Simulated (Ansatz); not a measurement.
The first iterations of a band of CH$_{7}$BO (10 atoms, charge 0, multiplicity 1).

Method: RKS LDA/def2-SVP in Ansatz 0.2.0.

```json
{
 "movable images": "5",
 "climbing image": "yes",
 "spring": "2.0 to 10.0 eV/Å², energy-weighted",
 "optimiser": "quadratic models (default)",
 "start path": "through a guess of the saddle point",
 "force threshold": "0.05 eV/Å",
 "iteration limit": "60",
 "end points": "relaxed"
}
```

First end point:

```xyz
10
Properties=species:S:1:pos:R:3
B -0.123 -0.067 0.170
H -0.350 0.307 1.331
H 0.954 0.338 -0.269
C -1.359 0.031 -0.817
H -2.287 -0.460 -0.434
H -1.631 1.102 -0.948
H -1.155 -0.369 -1.835
O 0.142 -1.682 0.331
H -0.735 -2.076 0.535
H 0.704 -1.811 1.124
```

Last end point:

```xyz
10
Properties=species:S:1:pos:R:3
B 0.127 -0.448 -0.788
H -0.610 -0.804 2.858
H 1.079 0.073 -1.355
C -1.334 0.044 -1.004
H -2.111 -0.513 -0.435
H -1.406 1.123 -0.733
H -1.590 0.004 -2.087
O 0.459 -1.471 0.031
H -0.323 -1.870 0.464
H -0.130 -0.823 2.238
```

| iteration | highest image above the first end (eV) | largest band force component (eV/Å) |
| --- | --- | --- |
| 1 | 2.815 | 9.903 |
| 2 | 1.412 | 3.544 |
| 3 | 0.730 | 1.412 |
| 4 | 0.467 | 1.742 |

Task: Does the band converge within its limit, and where does its top end?

Result: The forces met the threshold. It ended after 12 iterations with the highest image 0.526 eV above the first end. Another band between the same ends (5 images) ends at a top of the same energy, where a vibrational analysis finds 1 clearly imaginary mode. The orbitals stay closed-shell, which can raise the energy where a bond breaks towards radicals; this wasn't checked here.

Run time: 77 s on 1 thread of Arm Neoverse V1 (shared host), peak memory 0.13 GiB.
